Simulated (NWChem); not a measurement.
# propane (C3H8); SMILES CCC

```xyz
11

C     -1.2711     0.0000     0.2568
C      0.0000     0.0000    -0.5793
C      1.2711     0.0000     0.2568
H     -2.1740     0.0000    -0.3732
H     -1.3212    -0.8875     0.9087
H     -1.3212     0.8875     0.9087
H      0.0000     0.8792    -1.2469
H      0.0000    -0.8792    -1.2469
H      2.1740     0.0000    -0.3732
H      1.3212     0.8875     0.9087
H      1.3212    -0.8875     0.9087
```
Atoms are numbered in this order, from 1.

Results from NWChem. The geometry was optimised at PBE0/def2-SVP. Ions are spin-unrestricted doublets at the neutral geometry; other ion states weren't tried. Functional: LC-ωPBE (HJS hole) with def2-SVP; the question gives the range parameter ω in 1/bohr.

Q: What does the run give for range parameter (1/bohr) 0.80? Quantities: vertical ionisation energy, ΔSCF (eV); −ε(HOMO) (eV).

A: 
```json
{
 "vertical ionisation energy, ΔSCF (eV)": "12.45",
 "−ε(HOMO) (eV)": "13.09"
}
```
